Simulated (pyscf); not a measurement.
H₂N–SiH₂–F + H atom (H•) → •HN–SiH₂–F + hydrogen (H₂) (hydrogen abstraction; doublet surface; H–N broken, H–H formed). Structures and frequencies: ωB97X-D3(BJ)/def2-SVP in PySCF. Energies in eV from the separated reactants.

```tsv
level	barrier	reaction energy
ωB97X-D3(BJ)/def2-TZVP	(withheld)	(withheld)
PBE/def2-TZVP	0.54	+0.47
B3LYP-D3(BJ)/def2-TZVP	0.53	+0.30
PBE0-D3(BJ)/def2-TZVP	0.70	+0.51
ωB97M-D3(BJ)/def2-TZVP	(withheld)	+0.47
HF/def2-TZVP	1.20	+0.25
```

Task: Some entries are withheld; supply them.

Result: 
- ωB97X-D3(BJ)/def2-TZVP, barrier: 0.78
- ωB97X-D3(BJ)/def2-TZVP, reaction energy: +0.46
- ωB97M-D3(BJ)/def2-TZVP, barrier: 0.79

The functionals in the table span 0.26 eV in this barrier, from B3LYP-D3(BJ) to ωB97M-D3(BJ)/def2-TZVP. The same reactants have a lower exit, to H₂N–SiH•–F + H₂ (barrier +0.27 eV at ωB97M-D3(BJ)/def2-TZVP, against +0.79 eV here). •HN–SiH₂–F lies 0.77 eV over its isomer H₂N–SiH•–F (electronic energy, ωB97M-D3(BJ)/def2-TZVP). One saddle was located; it need not be the lowest between these sides. The angle at the transferred H is 158°.
